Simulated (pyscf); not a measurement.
**Routes from H₂N–SiH(NH₂)–NH₂ + H•**

Candidate steps break at most two bonds and form at most two. Each was searched with GFN2-xTB (tblite) first. PySCF, gas phase, ωB97X-D3(BJ)/def2-SVP geometries. Energies: ωB97M-D3(BJ)/def2-TZVP, kcal/mol, from the separated reactants, doublet surface; ΔG‡ with ideal gas, 1 atm, RRHO with modes under 100 cm⁻¹ raised to 100, one conformer, R ln 2 for chiral ones without a mode under 150 cm⁻¹.

```csv
products,type,ΔE‡,ΔE,ΔG‡ 298 K,ΔG‡ 900 K,ν‡ (cm⁻¹)
H₂N–Si•(NH₂)–NH₂ + H₂,hydrogen abstraction,4.8,-6.8,9.3,21.8,916i
•HN–SiH(NH₂)–NH₂ + H₂,hydrogen abstraction,17.4,+9.6,22.1,36.5,1194i
```

Plain bond fissions and candidates not yet searched are not listed, and one of them may be faster. Each barrier is that of the saddle found; lower ones may exist.
